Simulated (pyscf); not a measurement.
PySCF, gas phase, ωB97X-D3(BJ)/def2-SVP geometries. Correlated levels are frozen-core, on RHF or UHF. ΔMP2 is the change of the MP2 total energy from the triple- to the quadruple-zeta basis.

Task: Estimate by transition-state theory (the high-pressure limit) the rate constant of [O=SiH]• (SMILES O=[SiH]) + H₂O (SMILES O) → •O–SiH₂–OH (SMILES [O][SiH2]O) (doublet surface; H–O broken, H–Si, O–Si formed) at 600 K, with CCSD(T)/def2-TZVPP + ΔMP2(QZVPP) energies (ideal gas, 1 atm, RRHO with modes under 100 cm⁻¹ raised to 100, one conformer, R ln 2 for chiral ones without a mode under 150 cm⁻¹; no tunnelling).

Result: The electronic barrier is 10.8 kcal/mol and the thermal terms add +19.4, so ΔG‡ = 30.2 kcal/mol. With k_BT/h = 1.25e+13 s⁻¹ and RT = 1.192 kcal/mol, and a volume of 8.18e-20 cm³ per molecule at 1 atm, k = 1.0e-17 cm³ molecule⁻¹ s⁻¹. The product is born with the 43 kcal/mol of the reverse barrier and needs collisions to keep. Wigner's tunnelling factor for 1378i cm⁻¹ would be 1.46, likely too low at so high a frequency. A shift of 1 kcal/mol in the barrier changes k by a factor 2.3. On the reactant side the descent ends in an adduct with a O–Si contact, 17.2 kcal/mol under the separated species and 23.0 kcal/mol under the saddle at ωB97X-D3(BJ)/def2-TZVP. What is counted as formed (O–Si) is already present as a longer contact in the reactant adduct; forming that adduct is a step of its own. At ωB97X-D3(BJ) the barrier from the zero used here is 5.9 kcal/mol. The same reactants have a lower exit, to HO–SiH•–OH (barrier -11.5 kcal/mol at ωB97M-D3(BJ), against +8.0 kcal/mol here). •O–SiH₂–OH lies 22.4 kcal/mol over its isomer HO–SiH•–OH (electronic energy, ωB97M-D3(BJ)). This is the saddle that the search found; another between the same sides may lie lower. The CCSD(T) − MP2 part came from Ansatz, without density fitting, on the same reference.
